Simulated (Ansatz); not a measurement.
# CH₆BO+: one structure at several levels

The task here is to estimate one member of a computed series from the others.

Method: single points in def2-TZVPP; program: Ansatz 0.2.0, Gaussian basis.

Correlated methods freeze the cores.

### Starting geometry

SMILES `CB[OH2+]`, 9 atoms, charge 1, spin multiplicity 1.

Atoms are counted from 1 here; the program's logs count them from 0.

Bond lengths: C1–B2 1.422 Å, C1–H4 1.248 Å, C1–H5 0.978 Å, C1–H6 0.868 Å, B2–O3 1.633 Å, B2–H7 0.813 Å, O3–H8 0.749 Å, O3–H9 1.045 Å. Angles: B2–C1–H4 124.4°, B2–C1–H5 108.8°, B2–C1–H6 122.1°, H4–C1–H5 111.5°, H4–C1–H6 93.2°, H5–C1–H6 91.9°, C1–B2–O3 103.7°, C1–B2–H7 135.2°, O3–B2–H7 120.8°, B2–O3–H8 116.9°, B2–O3–H9 99.4°, H8–O3–H9 108.8°.

Coordinates:

```xyz
9

C    -0.5117    0.7701   -0.5556
B     0.6209   -0.0516   -0.3027
O     0.0927   -1.1018    0.8306
H    -1.6515    0.3375   -0.8229
H    -0.2493    1.4883   -1.1650
H    -0.8109    1.3368    0.0303
H     1.3983   -0.0499   -0.5391
H     0.1799   -1.8311    0.6839
H     0.7282   -0.8378    1.6166
```

Set-up of the first run:

run/in.yaml reads:

```yaml
crystal:
  periodic: [false, false, false]
  atoms:
    - {symbol: C, position_ang: [-0.511700, 0.770100, -0.555600]}
    - {symbol: B, position_ang: [0.620900, -0.051600, -0.302700]}
    - {symbol: O, position_ang: [0.092700, -1.101800, 0.830600]}
    - {symbol: H, position_ang: [-1.651500, 0.337500, -0.822900]}
    - {symbol: H, position_ang: [-0.249300, 1.488300, -1.165000]}
    - {symbol: H, position_ang: [-0.810900, 1.336800, 0.030300]}
    - {symbol: H, position_ang: [1.398300, -0.049900, -0.539100]}
    - {symbol: H, position_ang: [0.179900, -1.831100, 0.683900]}
    - {symbol: H, position_ang: [0.728200, -0.837800, 1.616600]}
basis:
  gaussian: {orbitals: def2-TZVPP}
total_charge: 1
correlation: {method: ccsd_t}
output: {forces: true}
```

The command line of these runs was not kept.

Among the steps run: CCSD(T)/def2-TZVPP; PBE0-D4/def2-TZVPP; wB97M-V/def2-TZVPP; r2SCAN-D4/def2-TZVPP; PBE-D4/def2-TZVPP; BLYP-D4/def2-TZVPP; r2SCANh-D4/def2-TZVPP.

One of the session's tables, all rows but one given; the rest of the session is left out.

| method | RMS force component (eV/Å) | angle to CCSD(T) forces (°) |
| --- | --- | --- |
| CCSD(T) | 10.871 | reference |
| PBE0-D4 | 10.890 | 0.7 |
| wB97M-V | 10.787 | 0.6 |
| r2SCAN-D4 | 10.839 | 0.9 |
| PBE-D4 | 10.900 | 1.4 |
| BLYP-D4 | ? | ? |
| r2SCANh-D4 | 10.837 | 0.8 |

**Question.** Estimate the row for BLYP-D4.

As computed: RMS force component (eV/Å): 10.754; angle to CCSD(T) forces (°): 1.4. In the column «RMS force component (eV/Å)» it is the lowest.
